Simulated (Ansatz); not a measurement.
Graphite was calculated with r²SCAN-D4 (PAW; Ansatz, a quantum-chemistry and plane-wave program).

Settings: plane-wave cutoff 560 eV, 24×24×8 k mesh (along the axes of the cell as run), Fermi–Dirac smearing 0.05 eV, scalar-relativistic PAW data made under PBE.

The volume scan:

```json
[
 {"V (Å³/atom)": "8.447", "E − E_lowest (meV/atom)": "1.76"},
 {"V (Å³/atom)": "8.623", "E − E_lowest (meV/atom)": "0.40"},
 {"V (Å³/atom)": "8.799", "E − E_lowest (meV/atom)": "0.00"},
 {"V (Å³/atom)": "8.975", "E − E_lowest (meV/atom)": "0.36"},
 {"V (Å³/atom)": "9.150", "E − E_lowest (meV/atom)": "1.31"}
]
```

Question: Fit the third-order Birch–Murnaghan equation and give B0 and B′.

Answer: V0 = 8.797 Å³/atom, B0 = 34.6 GPa, B′ = 10.9 (fit to the energies at full precision).

Shape and atoms are relaxed at each volume.

Measured, for comparison: bulk modulus 33.8 ± 0.3 GPa (room temperature, not corrected to a static lattice, our sources range from 33.8 to 35.8; as tabulated in Ouyang et al. (2019), arXiv:1912.06187). Computed (rounded) less measured: bulk modulus +2 % (inside the range of the sources held).

Note: the bulk modulus comes from volumes at which shape and atoms were relaxed.

Static lattice: no zero-point or thermal effects.
